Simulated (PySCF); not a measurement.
# How methods differ on the electron affinity of Al

Al⁻ [Ne] 3s2 3p2 (3P) → Al [Ne] 3s2 3p1 (2P), as a difference of total energies. Computed with PySCF 2.14 in dyall-av3z (19s12p3d2f, 84 functions), with no relativity, point nucleus. Correlated levels: valence: [Ne] frozen; virtual orbitals above 40 to 60 times the deepest correlated orbital energy dropped. The calculations carry no spin-orbit coupling.

```csv
method,electron affinity (eV),error (eV)
UHF,0.014,-0.419
LDA,0.649,+0.216
PBE,0.593,+0.160
PBE0,0.537,+0.104
r2SCAN,0.611,+0.178
MN15,0.565,+0.132
r2SCAN0,0.561,+0.128
revPBE,0.571,+0.138
PBEsol,0.578,+0.145
MP2 (valence),0.364,-0.069
SCS-MP2 (valence),0.263,-0.170
```

Reference: 0.433 eV (measured; photodetachment measurements, as compiled on the Wikipedia data page of electron affinities).

Errors of the correlated levels include the incompleteness of this basis and the frozen core.

In the anion the highest occupied orbital energy is positive at LDA, PBE, PBE0, r2SCAN, MN15, r2SCAN0, revPBE, PBEsol, a self-interaction effect; the basis confines that electron, and the energy difference can still be sensible.
